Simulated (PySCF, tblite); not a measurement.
# C₃H₄NO radical: geometry, infrared bands and EPR parameters

Aim: predict the infrared bands and EPR parameters of C₃H₄NO radical (`C=[C]NC=O`).

The runs use tblite 0.8.0 and PySCF 2.14.0, with density-fitted response routines of our own; the level of theory stands in each step. All values are computed, except where a source is named. Atoms count from 0, in the outputs and in this text.

**1. Starting geometry**

9 atoms, charge 0, multiplicity 2; geometry from: force field or distance geometry start.

Bonds of the start (Å): C0–C1 1.35, C1–N2 1.44, N2–C3 1.44, C3–O4 1.24, C0–H5 1.10, C0–H6 1.08, N2–H7 1.06, C3–H8 1.10.

**2. Optimising the geometry with GFN2-xTB**

The job: settings as JSON, then the geometry in Å.

```
{"job": {"kind": "relax", "xc": "GFN2-xTB", "basis": "xTB"}, "charge": 0, "multiplicity": 2}
C      1.730000     0.376300     0.056200
C      0.499600     0.837700     0.380700
N     -0.468600    -0.218500     0.473300
C     -1.613400    -0.144300    -0.390800
O     -1.817400     0.768200    -1.202600
H      1.820100    -0.703100    -0.113600
H      2.573000     1.040100    -0.049000
H     -0.341500    -1.011900     1.160900
H     -2.368200    -0.938500    -0.340300
```

The run is started by

```console
$ OMP_NUM_THREADS=1 python probes_run.py task.json out
```

One launch serves the whole session: the jobs run in the order shown.

Standard output:

```text
step      E/eV     max force
  0    -416.12966    4.245
  1    -416.45328    2.648
  2    -416.64890    1.052
  3    -416.71085    0.796
  4    -416.74266    0.782
  5    -416.78630    0.712
  6    -416.82172    0.479
  7    -416.84120    0.475
  8    -416.86769    0.518
  9    -416.88845    0.462
 10    -416.90460    0.371
 11    -416.91597    0.345
 12    -416.92979    0.483
 13    -416.94605    0.430
 14    -416.95665    0.307
 15    -416.96338    0.283
 16    -416.97081    0.300
 17    -416.97828    0.365
 18    -416.98498    0.281
 19    -416.98968    0.162
 20    -416.99259    0.136
 21    -416.99527    0.164
 22    -416.99860    0.162
 23    -417.00184    0.238
 24    -417.00446    0.135
 25    -417.00695    0.137
 26    -417.00877    0.116
 27    -417.01089    0.130
 28    -417.01303    0.131
 29    -417.01534    0.113
 30    -417.01686    0.112
 31    -417.01793    0.110
 32    -417.01857    0.080
 33    -417.01901    0.053
 34    -417.01945    0.061
 35    -417.01989    0.059
 36    -417.02032    0.065
 37    -417.02077    0.073
 38    -417.02130    0.087
 39    -417.02198    0.089
 40    -417.02296    0.105
 41    -417.02453    0.140
 42    -417.02736    0.182
 43    -417.03153    0.269
 44    -417.03769    0.299
 45    -417.04399    0.237
 46    -417.04724    0.484
 47    -417.03236    0.706
 48    -417.05638    0.414
 49    -417.05934    0.278
 50    -417.06496    0.252
 51    -417.06785    0.107
 52    -417.06910    0.124
 53    -417.06980    0.085
 54    -417.07037    0.075
 55    -417.07069    0.047
 56    -417.07090    0.046
 57    -417.07119    0.038
 58    -417.07135    0.050
 59    -417.07151    0.042
 60    -417.07166    0.037
 61    -417.07177    0.027
 62    -417.07183    0.035
 63    -417.07187    0.022
 64    -417.07190    0.014
 65    -417.07194    0.014
 66    -417.07197    0.019
 67    -417.07203    0.027
 68    -417.07210    0.027
 69    -417.07216    0.022
 70    -417.07220    0.018
 71    -417.07221    0.009
```

It took 0.26 s on 1 thread of Arm Neoverse V1, shared host.

The steps of the relaxation: (not every step is listed)

| step | energy from step 0 (eV) | largest force (eV/Å) |
| --- | --- | --- |
| 0 | 0.0000 | 4.2450 |
| 1 | -0.3236 | 2.6476 |
| 2 | -0.5192 | 1.0521 |
| 3 | -0.5812 | 0.7959 |
| 4 | -0.6130 | 0.7817 |
| 5 | -0.6566 | 0.7119 |
| 6 | -0.6921 | 0.4791 |
| 7 | -0.7115 | 0.4746 |
| 8 | -0.7380 | 0.5184 |
| 13 | -0.8164 | 0.4296 |
| 18 | -0.8553 | 0.2806 |
| 23 | -0.8722 | 0.2384 |
| 28 | -0.8834 | 0.1312 |
| 33 | -0.8893 | 0.0529 |
| 38 | -0.8916 | 0.0870 |
| 43 | -0.9019 | 0.2693 |
| 48 | -0.9267 | 0.4140 |
| 53 | -0.9401 | 0.0851 |
| 58 | -0.9417 | 0.0497 |
| 63 | -0.9422 | 0.0220 |
| 66 | -0.9423 | 0.0189 |
| 67 | -0.9424 | 0.0266 |
| 68 | -0.9424 | 0.0273 |
| 69 | -0.9425 | 0.0224 |
| 70 | -0.9425 | 0.0182 |
| 71 | -0.9425 | 0.0086 |

Close pairs (by a distance rule), those that changed most:

| bond | before (Å) | after (Å) | change (Å) |
| --- | --- | --- | --- |
| C1–N2 | 1.436 | 1.346 | -0.090 |
| N2–C3 | 1.436 | 1.373 | -0.063 |
| C0–C1 | 1.354 | 1.298 | -0.055 |
| N2–H7 | 1.058 | 1.013 | -0.045 |
| C3–O4 | 1.238 | 1.205 | -0.033 |
| C3–H8 | 1.097 | 1.104 | +0.008 |
| C0–H5 | 1.096 | 1.089 | -0.007 |
| C0–H6 | 1.078 | 1.077 | -0.001 |

The next job starts from the end point, and lists it.

**3. Vibrational analysis with GFN2-xTB**

The job: settings as JSON, then the geometry in Å.

```
{"job": {"kind": "ir", "xc": "GFN2-xTB", "basis": "xTB"}, "charge": 0, "multiplicity": 2}
C      1.695886     0.395414    -0.044509
C      0.625087     0.254375     0.675897
N     -0.583939    -0.333122     0.615265
C     -1.481636    -0.166737    -0.410724
O     -1.257063     0.409109    -1.444891
H      1.896087    -0.197537    -0.935766
H      2.474291     1.084728     0.236684
H     -0.897294    -0.820336     1.446017
H     -2.457858    -0.619900    -0.163153
```

Standard output:

```text
mode    cm-1     km/mol
  1      86.3     17.58
  2     196.2     17.19
  3     277.5     15.04
  4     399.9      2.58
  5     495.9     11.85
  6     605.3     91.01
  7     765.3     23.77
  8     856.1     49.75
  9     870.1     10.27
 10     942.9      2.82
 11    1016.1     52.63
 12    1138.3     17.47
 13    1325.0     65.68
 14    1359.7     11.41
 15    1384.7      2.57
 16    1731.1    523.42
 17    1797.1    101.44
 18    2782.9    133.17
 19    2909.7      9.78
 20    3095.0      5.20
 21    3376.2      8.33
```

It took 0.15 s on 1 thread of Arm Neoverse V1, shared host.

Which atoms move in the most intense modes:

| cm⁻¹ | km/mol | atoms |
| --- | --- | --- |
| 605 | 91.0 | H7 64 %, N2 13 % |
| 765 | 23.8 | C3 30 %, N2 23 %, C1 14 %, O4 13 % |
| 856 | 49.8 | H6 48 %, H5 21 %, C0 18 % |
| 1016 | 52.6 | C1 26 %, H5 19 %, N2 16 %, C3 14 % |
| 1325 | 65.7 | H7 51 %, N2 25 % |
| 1731 | 523.4 | C3 60 %, O4 37 % |
| 1797 | 101.4 | C1 61 %, C0 33 % |
| 2783 | 133.2 | H8 94 % |

**4. EPR parameters: B3LYP/pcH-1**

Same as in step 3 but for these lines:

```diff
@@ -1,2 +1,2 @@
-{"job": {"kind": "ir", "xc": "GFN2-xTB", "basis": "xTB"}, "charge": 0, "multiplicity": 2}
+{"job": {"kind": "epr", "basis": "pcH-1"}, "charge": 0, "multiplicity": 2}
 C      1.695886     0.395414    -0.044509
```

Method: UKS B3LYP, pcH-1 on C H N O, non-relativistic, mean-field spin-orbit, GIAO.

Standard output:

```text
UKS, coarse grid
  cycle   1  E = -246.45239888  |g| = 6.48e-01
  cycle   2  E = -245.36968136  |g| = 1.70e+00
  cycle   3  E = -246.61378149  |g| = 1.40e-01
  cycle   4  E = -246.62045494  |g| = 9.73e-02
  cycle   5  E = -246.62496542  |g| = 1.61e-02
  cycle   6  E = -246.62508927  |g| = 8.06e-03
  cycle   7  E = -246.62512952  |g| = 3.13e-03
  cycle   8  E = -246.62514029  |g| = 2.14e-03
  cycle   9  E = -246.62514538  |g| = 8.10e-04
UKS, final grid
  cycle   1  E = -246.62514979  |g| = 1.14e-03
  cycle   2  E = -246.62514831  |g| = 2.38e-03
  cycle   3  E = -246.62515081  |g| = 3.07e-04
  cycle   4  E = -246.62515092  |g| = 2.07e-04
  cycle   5  E = -246.62515105  |g| = 1.13e-04
  cycle   6  E = -246.62515106  |g| = 2.61e-05
E = -246.62515106 Eh   <S^2> = 0.7573 (exact 0.7500)
g shifts (ppm)      1          2          3
  rmc          -176       -176       -176
  gc             35          8          4
  oz_so        -210        118       1045
  total        -352        -50        873
hyperfine (MHz)  atom isotope    a_iso     a_fc   dipolar eigenvalues
    0   13C      26.52      26.52    -14.53     -1.88     16.41
    1   13C     319.67     319.67    -71.35    -54.46    125.81
    2   14N      10.43      10.43     -4.39     -4.29      8.69
    3   13C      13.10      13.10     -4.05     -3.63      7.68
    4   17O      -5.58      -5.58    -25.94     12.45     13.49
    5    1H     145.88     145.88     -5.43     -1.06      6.49
    6    1H      76.90      76.90     -8.23     -3.84     12.07
    7    1H      12.57      12.57     -8.75     -5.29     14.04
    8    1H       5.49       5.49     -3.14     -2.33      5.47
```

Run time: 18 s. Hardware: 1 thread of Arm Neoverse V1, shared host; peak memory 0.54 GiB.

Principal g values 2.00197, 2.00227, 2.00319; g(iso) = 2.00248, against 2.00232 for a free electron.

Hyperfine couplings, nucleus by nucleus at this fixed geometry (no averaging over rotations):

| nuclei | isotope | a(iso) (MHz) | a(iso) (G, at g = 2.0023) | largest dipolar term (MHz) |
| --- | --- | --- | --- | --- |
| C1 | 13C | 319.7 | 114.1 | 125.8 |
| H5 | 1H | 145.9 | 52.1 | 6.5 |
| H6 | 1H | 76.9 | 27.4 | 12.1 |
| C0 | 13C | 26.5 | 9.5 | 16.4 |
| C3 | 13C | 13.1 | 4.7 | 7.7 |
| H7 | 1H | 12.6 | 4.5 | 14.0 |
| N2 | 14N | 10.4 | 3.7 | 8.7 |
| O4 | 17O | -5.6 | -2.0 | -25.9 |
| H8 | 1H | 5.5 | 2.0 | 5.5 |

Mulliken spin populations:

| atom | value (e) |
| --- | --- |
| C0 | -0.09 |
| C1 | 0.85 |
| N2 | 0.02 |
| C3 | 0.03 |
| O4 | 0.08 |
| H5 | 0.08 |
| H6 | 0.03 |
| H7 | 0.00 |
| H8 | 0.00 |

In first order the couplings over 0.8 MHz of 1H, 14N give 48 distinct lines over 93.4 G.

The fields below are evaluated on a grid from the run's orbitals.

ELF in a plane through or near 7 of the atoms.

Values, 10 rows by 14 columns:
```
0.00 0.00 0.00 0.00 0.00 0.00 0.00 0.00 0.00 0.00 0.00 0.00 0.00 0.00
0.00 0.00 0.00 0.00 0.00 0.00 0.00 0.00 0.00 0.00 0.00 0.00 0.00 0.00
0.00 0.00 0.00 0.00 0.03 0.44 0.23 0.01 0.80 0.56 0.00 0.00 0.00 0.00
0.00 0.00 0.02 0.09 0.17 0.80 0.74 0.24 0.98 0.74 0.01 0.01 0.00 0.00
0.00 0.00 0.55 0.91 0.70 0.86 0.36 0.79 0.47 0.14 0.70 0.85 0.03 0.00
0.00 0.00 0.64 0.93 0.61 0.46 0.64 0.20 0.57 0.34 1.00 0.99 0.12 0.00
0.00 0.00 0.02 0.09 0.45 0.55 0.05 0.36 0.80 0.64 0.18 0.16 0.01 0.00
0.00 0.00 0.00 0.01 0.07 0.07 0.01 0.72 0.84 0.87 0.33 0.00 0.00 0.00
0.00 0.00 0.00 0.00 0.00 0.00 0.00 0.11 0.37 0.38 0.10 0.00 0.00 0.00
0.00 0.00 0.00 0.00 0.00 0.00 0.00 0.00 0.00 0.00 0.00 0.00 0.00 0.00
```
The map spans 10.5 Å across and 8.3 Å up, centred on the molecule. Atoms in the plane (x, y in Å): C0 (-1.7, 0.0), C1 (-0.7, 0.6), N2 (0.6, 0.6), C3 (1.5, -0.4), O4 (1.1, -1.6), H7 (1.1, 1.6), H8 (2.5, -0.1).

On the surface of density 0.002 e/bohr³ the electrostatic potential runs, from the 1st to the 99th percentile, from -1.80 V near O4 to 2.53 V near H7.

The spin density lies nearest to C1 65 %; N2 7 %; O4 7 %; H5 6 %.

**5. Results**

```
                                 quantity                  value
strongest single infrared mode (GFN2-xTB)  1731 cm⁻¹, 523 km/mol
             zero-point energy (GFN2-xTB)          39.2 kcal/mol
                           g(iso) (B3LYP)                2.00248
                                     ⟨S²⟩     0.757 (exact 0.75)
                           largest a(iso)   13C on C1, 319.7 MHz
    surface potential, 1st and 99th percentile     -1.80 V and 2.53 V
```

What this shows: Relaxing lowered the energy by 0.943 eV in 71 steps; the close pair that moved most is C1–N2, from 1.436 to 1.346 Å. No mode is imaginary among the 21: a minimum at this level. The strongest single mode, at 1731 cm⁻¹, moves mainly C3 and O4. GFN2-xTB is a fitted tight-binding method: band positions and strengths are rough. Its intensities can rank the bands wrongly. Most of the unpaired spin sits on C1 (0.85 e). The isotropic g lies 0.2 ppt above the free-electron value.
